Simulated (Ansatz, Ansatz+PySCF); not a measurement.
```xyz
4

P     0.0000    0.0000    0.1198
H     1.1008    0.0000   -0.5988
H    -0.5504    0.9533   -0.5988
H    -0.5504   -0.9533   -0.5988
```

RHF on singlet PH3 was run in several spherical basis sets with Ansatz (development build ahead of 0.2.0).

**Question.** Rank the basis sets by the total energy that they give, lowest first, with the distance from the lowest.
A. 6-31G(d)
B. def2-SVP
C. cc-pVTZ
D. cc-pVDZ
E. STO-3G
F. def2-TZVP
G. 6-31G

**Answer.** C (0.00 eV), F (0.09 eV), D (0.55 eV), A (1.10 eV), G (2.64 eV), B (3.41 eV), E (104.66 eV).

Totals follow the description of the cores as much as that of the bonds, so this order isn't one of quality for chemistry.
